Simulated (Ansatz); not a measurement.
A geometry relaxed with Ansatz (an electronic-structure program) with r2SCAN-D4/def2-SVP, charge 0, multiplicity 2:

```xyz
5

C     -0.0248     0.0372     0.0218
H     -0.5885    -0.0868     0.9732
H     -0.3267    -0.8328    -0.6134
O      1.3157    -0.0548     0.1488
H     -0.3758     0.9372    -0.5303
```

**Question.** Write the SMILES of this molecule.

**Answer.** `C[O]`
